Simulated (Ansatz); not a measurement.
in.yaml

```yaml
crystal:
  periodic: [false, false, false]
  atoms:
    - {symbol: H, position_ang: [-2.427291, 0.054876, 0.000000]}
    - {symbol: H, position_ang: [-1.446291, 0.054876, 0.000000]}
    - {symbol: Si, position_ang: [0.088709, 0.054876, 0.000000]}
    - {symbol: H, position_ang: [0.700889, -0.819409, 1.090012]}
    - {symbol: H, position_ang: [0.700889, -0.819409, -1.090012]}
basis:
  gaussian: {orbitals: 6-31G}
correlation: {active_space: {ras: {orbitals: [4, 0, 12], electrons: 8, max_holes: 2, max_particles: 2}, fixed_orbitals: true}}
```

```sh
$ ansatz run in.yaml --threads 1 --pin off --events-out ev --progress --plain --max-ram 2393MiB
```

The program prints:

```
268 factors; integrals over basis functions are off by at most 6.2e-4 eV
mean field evaluation 1: about -7918.6715 eV, gradient 8.4e0 eV
mean field evaluation 2: about -7918.6727 eV, gradient 8.4e0 eV
mean field evaluation 4: about -7919.0977 eV, gradient 4.6e-1 eV
mean field evaluation 8: about -7919.0997 eV, gradient 1.1e-6 eV
mean field -7919.09973928 eV, -291.0215476598 hartree, gradient 1.4e-6 eV, S^2 0.000000; 0 other end points of the search recorded, 0 dependent functions left out
reference -7919.09973928 eV, -291.0215476598 hartree; 9, 9 occupied and 12, 12 virtual orbitals, 268 factors
state -7921.82759729 eV, -291.1217945930 hartree
Total energy: -7921.82759729 eV, -291.1217945930 hartree
```

For the same geometry and basis full CI lies 267.6 meV lower.

Ran on 1 thread of Arm Neoverse V1, shared host: 0.36 s wall, 0.08 GiB peak host memory.
